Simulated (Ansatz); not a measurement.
OS (triplet): measurement beside calculation (Ansatz, PBE0-D4/def2-TZVP geometry).

Z-matrix (Å, degrees):
```
O
S 1 1.480
```

Enthalpy of formation at 298 K: 1.2 kcal/mol (zero for an element's reference state; older measured values of the G2 set, as listed by Staroverov and co-workers, J. Chem. Phys. 119, 12129, 2003). With their computed zero-point and thermal terms and the atoms' enthalpies of Curtiss and co-workers (1997) it gives an electronic atomization energy of 125.1 kcal/mol.

| level | atomization (kcal/mol) | error | error per bond |
| --- | --- | --- | --- |
| LDA (SPW92) | 166.7 | 41.6 | 41.6 |
| PBE-D4 | 140.6 | 15.5 | 15.5 |
| revPBE-D4 | 133.6 | 8.5 | 8.5 |
| BLYP-D4 | 134.7 | 9.7 | 9.7 |
| r2SCAN-D4 | 132.1 | 7.1 | 7.1 |
| B97M-V | 126.5 | 1.5 | 1.5 |
| PBE0-D4 | 126.6 | 1.5 | 1.5 |
| B3LYP-D4 | 126.5 | 1.4 | 1.4 |
| r2SCANh-D4 | 127.4 | 2.3 | 2.3 |
| r2SCAN0-D4 | 120.6 | -4.5 | -4.5 |
| HSE06-D4 | 126.9 | 1.9 | 1.9 |
| BHLYP-D4 | 109.5 | -15.6 | -15.6 |
| CAM-B3LYP-D4 | 126.1 | 1.0 | 1.0 |
| ωB97X-V | 127.3 | 2.3 | 2.3 |
| ωB97M-V | 126.6 | 1.5 | 1.5 |
| B2PLYP | 125.2 | 0.2 | 0.2 |
| PBE-QIDH | 121.3 | -3.8 | -3.8 |
| PBE | 140.2 | 15.1 | 15.1 |
| revPBE | 132.1 | 7.1 | 7.1 |
| BLYP | 133.8 | 8.7 | 8.7 |
| r2SCAN | 132.0 | 7.0 | 7.0 |
| PBE0 | 126.2 | 1.2 | 1.2 |
| B3LYP | 125.8 | 0.8 | 0.8 |
| r2SCANh | 127.3 | 2.3 | 2.3 |
| r2SCAN0 | 120.5 | -4.6 | -4.6 |
| HSE06 | 126.6 | 1.6 | 1.6 |
| BHLYP | 109.0 | -16.1 | -16.1 |
| CAM-B3LYP | 125.7 | 0.7 | 0.7 |
| LC-ωPBE | 125.3 | 0.2 | 0.2 |
| RPA@PBE/def2-TZVPP | 111.1 | -14.0 | -14.0 |
| HF/def2-TZVPP | 54.7 | -70.3 | -70.3 |
| MP2/def2-TZVPP | 127.1 | 2.0 | 2.0 |
| SCS-MP2/def2-TZVPP | 119.4 | -5.6 | -5.6 |
| CCSD/def2-TZVPP | 110.6 | -14.5 | -14.5 |
| CCSD(T)/def2-TZVPP | 117.2 | -7.8 | -7.8 |
| HF/def2-QZVPP | 55.9 | -69.2 | -69.2 |
| MP2/def2-QZVPP | 131.6 | 6.5 | 6.5 |
| SCS-MP2/def2-QZVPP | 124.1 | -1.0 | -1.0 |
| CCSD/def2-QZVPP | 114.7 | -10.4 | -10.4 |
| CCSD(T)/def2-QZVPP | 121.9 | -3.2 | -3.2 |
| HF/CBS(def2) | 56.1 | -69.0 | -69.0 |
| MP2/CBS(def2) | 134.2 | 9.1 | 9.1 |
| CCSD/CBS(def2) | 117.0 | -8.1 | -8.1 |
| CCSD(T)/CBS(def2) | 124.6 | -0.5 | -0.5 |

Functionals use def2-TZVPP; B3LYP here is the variant with VWN-RPA as its local correlation; programs differ in this. The calculations leave out spin–orbit coupling, scalar relativity and, for the correlated methods, core correlation; together these are worth up to about 1 kcal/mol a heavy atom. HSE06 is defined as in plane-wave codes. CBS extrapolates def2-TZVPP and def2-QZVPP. T1 = 0.020.
